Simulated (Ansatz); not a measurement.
Tl4CdI6 (P4/mnc, No. 128)

Computed with PBE0 in Ansatz (PAW).

Settings: plane-wave cutoff 460 eV, 4×4×4 k mesh, Fermi–Dirac smearing 0.01 eV, scalar-relativistic PAW data made under PBE.

Cell: measured lattice: a = b = 9.2288 Å, c = 9.6054 Å, α = β = γ = 90.00°.

| Quantity | Result |
|---|---|
| band gap | 3.31 eV (on the SCF k mesh) |

Measured, for comparison: band gap 2.83 eV (temperature not stated, no zero-point or thermal correction, detector crystals; as tabulated in Piasecki et al. (2022), doi:10.1039/d1ma01259b).

Note: cell and atoms aren't relaxed at this level (largest force component 0.09 eV/Å, pressure 0.8 GPa).

Spin–orbit coupling is not included; with these elements it can move the gap by several tenths of an eV or more.

Computed values are for the static lattice.

Ansatz is a first-principles code.
